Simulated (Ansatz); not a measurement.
Two shapes of doublet HO₂.

Shape 1:

```xyz
3

O     0.0000    0.0000    0.0000
H     0.0000    0.9870   -0.2520
O     0.0000    0.0000    1.3300
```

Shape 2:

```xyz
3

O     0.0000    0.0000    0.0000
H     0.0000    1.2690   -0.3240
O     0.0000    0.0000    1.3300
```

Basis set: STO-3G (spherical functions). Correlated methods keep 2 orbitals frozen. Correlation on ROHF uses semicanonical orbitals with singles. Charge 0, multiplicity 2.

Computed with Ansatz (development build ahead of 0.2.0); the reference of a correlated method needn't be the lowest determinant of its kind.

(1) Which shape is lower in energy, and by how much in each method?

Answers

(1)

| method | E(2) − E(1) (eV) |
| --- | --- |
| ROHF-CCSD | 0.695 |
| UHF-CCSD | 0.703 |
| ROHF-CCSD(T) | 0.664 |
| UHF-CCSD(T) | 0.672 |

Shape 1 is lower. Caution: the reference determinant was not shown to be the lowest. Caution for UHF-CCSD, UHF-CCSD(T): the unrestricted determinant is spin contaminated.
